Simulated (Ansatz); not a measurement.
**Worked example: HSi–NH2⁺, doublet against HSi–NH2, singlet**

Geometry (PBE0/def2-TZVP stationary point of a singlet), kept for both states (HSi–NH2, singlet: A'; HSi–NH2⁺, doublet: A'):

```json
{"atom": "Si", "x (Å)": "0.0000", "y (Å)": "-0.0811", "z (Å)": "0.6246"}
{"atom": "N", "x (Å)": "0.0000", "y (Å)": "0.0494", "z (Å)": "-1.0775"}
{"atom": "H", "x (Å)": "0.0000", "y (Å)": "1.4343", "z (Å)": "0.8505"}
{"atom": "H", "x (Å)": "0.0000", "y (Å)": "0.9052", "z (Å)": "-1.6101"}
{"atom": "H", "x (Å)": "0.0000", "y (Å)": "-0.7657", "z (Å)": "-1.6709"}
```

Basis cc-pVDZ; Ansatz 0.2.0. Correlated methods freeze the noble-gas cores. Prefix R: restricted or restricted open-shell reference; prefix U: unrestricted.

Full CI isn't at hand for all of this; UCCSDT(Q) serves as the reference, and is uncertain by about the last step of the cluster series.

```json
{"level": "UHF", "E(HSi–NH2, singlet) (hartree)": "-345.109566", "E(HSi–NH2⁺, doublet) (hartree)": "-344.822182"}
{"level": "UMP2", "E(HSi–NH2, singlet) (hartree)": "-345.370602", "E(HSi–NH2⁺, doublet) (hartree)": "-345.061200"}
{"level": "UCCSD(T)", "E(HSi–NH2, singlet) (hartree)": "-345.408545", "E(HSi–NH2⁺, doublet) (hartree)": "-345.094337"}
{"level": "PBE", "E(HSi–NH2, singlet) (hartree)": "-345.804001", "E(HSi–NH2⁺, doublet) (hartree)": "-345.488794"}
{"level": "B3LYP", "E(HSi–NH2, singlet) (hartree)": "-346.047232", "E(HSi–NH2⁺, doublet) (hartree)": "-345.726106"}
{"level": "UCCSDT(Q)", "E(HSi–NH2, singlet) (hartree)": "-345.410035", "E(HSi–NH2⁺, doublet) (hartree)": "-345.096125"}
```

Give the vertical gap, HSi–NH2⁺ doublet less HSi–NH2 singlet, at each level in eV (1 hartree = 27.2114 eV), and each error against UCCSDT(Q).

UCCSDT(Q): (-345.096125 − (-345.410035)) × 27.2114 = 8.542 eV (the reference)
B3LYP: (-345.726106 − (-346.047232)) × 27.2114 = 8.738 eV, error 0.196 eV
PBE: (-345.488794 − (-345.804001)) × 27.2114 = 8.577 eV, error 0.035 eV
UCCSD(T): (-345.094337 − (-345.408545)) × 27.2114 = 8.550 eV, error 0.008 eV
UMP2: (-345.061200 − (-345.370602)) × 27.2114 = 8.419 eV, error -0.123 eV
UHF: (-344.822182 − (-345.109566)) × 27.2114 = 7.820 eV, error -0.722 eV

Total energies of functionals can't be set beside those of wave-function methods, since they hold the core's correlation and their own absolute errors; only the differences compare.

In so small a basis the reference is far from its limit while semilocal and hybrid functionals are nearer theirs, so the functionals' errors here hold much of the reference's basis and frozen-core error, which can add to them or hide them.

Each level lands on the state that its own search finds. T1 diagnostics of restricted CCSD: 0.018 and 0.032.
